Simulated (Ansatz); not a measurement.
Base system: NbN in the rock salt structure (space group Fm-3m, No. 225; a = 4.421 Å).

Calculations: PBE (Ansatz, a first-principles code), no spin-orbit coupling.

Perturbation: full substitution N → C; the structure is relaxed again.

Measured lattice parameter a: NbN 4.391 Å (temperature not stated; as listed in John G. Wright, Huili Grace Xing, Debdeep Jena, Physical Review Materials (2023)); NbC 4.47 Å (temperature not stated; as listed in Guo-Xu Zhang et al., New Journal of Physics (2018)).

Question: How well does PBE reproduce the measured shift?

Answer: With PBE the lattice parameter a moves by +0.064 Å (4.421 → 4.485) against +0.079 Å measured.

Stability against distortions was not tested. All final runs are without spin polarisation. An odd electron count without spin: NbC.
